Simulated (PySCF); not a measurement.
## C: ionisation energy

C [He] 2s2 2p2 (3P) → C⁺ [He] 2s2 2p1 (2P), as a difference of total energies. Computed with PySCF 2.14 in dyall-av2z, with the non-relativistic Hamiltonian (point nucleus). Correlated levels: valence: 1s2 frozen; virtual orbitals above 40 to 60 times the deepest correlated orbital energy dropped. The calculations carry no spin-orbit coupling.

```json
{"method": "UHF", "ionisation energy (eV)": "10.806", "error (eV)": "-0.456"}
{"method": "LDA", "ionisation energy (eV)": "11.695", "error (eV)": "+0.433"}
{"method": "PBE", "ionisation energy (eV)": "11.547", "error (eV)": "+0.285"}
{"method": "PBE0", "ionisation energy (eV)": "11.520", "error (eV)": "+0.258"}
{"method": "r2SCAN", "ionisation energy (eV)": "11.675", "error (eV)": "+0.413"}
{"method": "B97-3", "ionisation energy (eV)": "11.431", "error (eV)": "+0.169"}
{"method": "M06", "ionisation energy (eV)": "11.327", "error (eV)": "+0.065"}
{"method": "B3LYP", "ionisation energy (eV)": "11.547", "error (eV)": "+0.285"}
{"method": "PBEsol", "ionisation energy (eV)": "11.504", "error (eV)": "+0.242"}
{"method": "MP2 (valence)", "ionisation energy (eV)": "11.160", "error (eV)": "-0.102"}
{"method": "SCS-MP2 (valence)", "ionisation energy (eV)": "11.038", "error (eV)": "-0.224"}
```

Reference: 11.262 eV (measured; NIST levels, between the centres of gravity of the two terms).

Errors of the correlated levels include the incompleteness of this basis and the frozen core.
